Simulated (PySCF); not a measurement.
Compound: CFCl3.
Z-matrix (Å and degrees, GFN2-xTB geometry), rows numbered from 1:
```
F 
C   1  1.3373
Cl  2  1.7710  1  108.58
Cl  2  1.7710  1  108.55  3   120.02
Cl  2  1.7708  1  108.52  3  -120.01
```

The closed-shell ground state was solved at several levels (PySCF, density fitting, gas phase, non-relativistic).

```
              level  basis functions  total energy (Eh)  HOMO (eV)  LUMO (eV)  gap (eV)  dipole (D)
    HSE06/def2-SVPD              124         -1517.4941      -8.88      -1.84      7.04        0.38
  wB97X-D/def2-SVPD              124         -1517.9655     -11.17       0.35     11.52        0.37
     OLYP/def2-SVPD              124         -1518.0402      -7.74      -2.39      5.35        0.30
  HCTH407/def2-SVPD              124         -1518.1747      -8.06      -2.62      5.44        0.31
    B97-2/def2-SVPD              124         -1518.0782      -9.04      -1.55      7.49        0.36
 mPW1PW91/def2-SVPD              124         -1518.0435      -9.32      -1.50      7.82        0.38
    wB97X/def2-SVPD              124         -1517.9834     -11.73       0.81     12.54        0.38
   revPBE/def2-SVPD              124         -1517.7227      -7.79      -2.43      5.36        0.28
BHandHLYP/def2-SVPD              124         -1517.9461     -10.58      -0.35     10.23        0.48
CAM-B3LYP/def2-SVPD              124         -1518.0118     -10.66      -0.29     10.37        0.44
```

What might LC-wPBE/def2-SVPD (124 basis functions) give for the same quantities?

Total energy -1517.5557 Eh, HOMO -12.13 eV, LUMO 0.93 eV, gap 13.06 eV, dipole 0.38 D.

In the def2-SVPD basis, how does the gap go with the fixed share of exact exchange?

OLYP (0 %) 5.35 eV; revPBE (0 %) 5.36 eV; HCTH407 (0 %) 5.44 eV; B97-2 (21 %) 7.49 eV; mPW1PW91 (25 %) 7.82 eV; BHandHLYP (50 %) 10.23 eV. Each rise in the share widens the gap here.

How far do the dipole and the HOMO energy spread over the levels?

The dipole runs from 0.28 to 0.48 D (mean 0.37 D) and the HOMO from -12.13 to -7.74 eV.

wB97X-D is run here without its empirical dispersion term; that term would change no orbital, density or response property at a fixed geometry.
